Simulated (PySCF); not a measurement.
isobutane (C₄H₁₀), SMILES CC(C)C. Geometry: B3LYP-D3(BJ)/def2-SVP.

Question: Give the equilibrium geometry at B3LYP-D3(BJ)/def2-SVP (PySCF confirms it by a frequency run) as Cartesian coordinates in Å, and its point group. (An estimate is asked for; the answer gives what the named calculation found.)

Answer: point group C3v.
```xyz
14

C     -1.2637    -0.7296    -0.0952
C      0.0000     0.0000     0.3715
C      0.0000     1.4592    -0.0952
C      1.2637    -0.7296    -0.0952
H     -2.1759    -0.2278     0.2665
H     -1.3140    -0.7586    -1.1975
H     -1.2852    -1.7704     0.2665
H      0.0000     0.0000     1.4778
H     -0.8906     1.9983     0.2665
H      0.0000     1.5173    -1.1975
H      0.8906     1.9983     0.2665
H      2.1759    -0.2278     0.2665
H      1.2852    -1.7704     0.2665
H      1.3140    -0.7586    -1.1975
```
Charge 0, spin multiplicity 1.
